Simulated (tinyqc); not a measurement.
Ways to converge the cycle: SCF convergence aids in the sto-3g basis, for BH2+, spin multiplicity 1. Computed by the program tinyqc with PySCF. RHF with one setting changed at a time; a run stops when the energy changes by less than 1e-09 hartree and the error matrix is below 1e-5. The start is random orbitals. Damping d keeps d of the old density; a shift (hartree) raises the virtual levels; DIIS n extrapolates F over n matrices.

Geometry (angstrom):
```
atom       x        y       z
B     0.0000   0.0000  0.0000
H     0.0000   0.9760  0.5960
H     0.0000  -0.9430  0.5750
```

lowest restricted solution found by these runs and by PySCF = -25.112911 hartree

Largest element of the error matrix X^T (FDS - SDF) X:
```
iteration    plain  damping 0.3  damping 0.6  shift 0.4   DIIS 3   DIIS 8
1          4.9e+00      4.9e+00      4.9e+00    4.9e+00  4.9e+00  4.9e+00
2          2.9e-01      1.5e+00      2.9e+00    6.2e-01  2.9e-01  2.9e-01
3          6.1e-02      5.3e-01      1.8e+00    2.9e-01  5.6e-02  5.6e-02
4          1.8e-02      2.0e-01      1.1e+00    2.2e-01  1.2e-02  1.2e-02
5          6.8e-03      7.8e-02      6.9e-01    1.6e-01  3.4e-03  3.4e-03
6          3.0e-03      3.1e-02      4.4e-01    1.2e-01  1.2e-03  1.1e-03
8          9.9e-04      5.8e-03      1.8e-01    5.3e-02  3.3e-05  1.2e-05
10         3.5e-04      2.0e-03      7.4e-02    2.5e-02  3.7e-06  2.3e-06
14         4.5e-05      4.3e-04      1.4e-02    7.3e-03        -        -
20               -      5.9e-05      1.4e-03    1.1e-03        -        -
30               -            -      1.8e-04    4.9e-05        -        -
45               -            -      1.3e-05          -        -        -
```

How each run ends:
```
run          iterations  E (hartree)         state
plain                18   -25.112911  lowest found
damping 0.3          26   -25.112911  lowest found
damping 0.6          47   -25.112911  lowest found
shift 0.4            36   -25.112911  lowest found
DIIS 3               10   -25.112911  lowest found
DIIS 8               10   -25.112911  lowest found
```

What does the comparison show, and why?

6 of 6 runs reach the lowest restricted solution found, in 10 to 47 iterations (fastest: DIIS 3, DIIS 8). Plain steps already contract here, so damping only slows them. DIIS 3 and DIIS 8 gain by cancelling the error over several earlier matrices, much as a quasi-Newton step does.
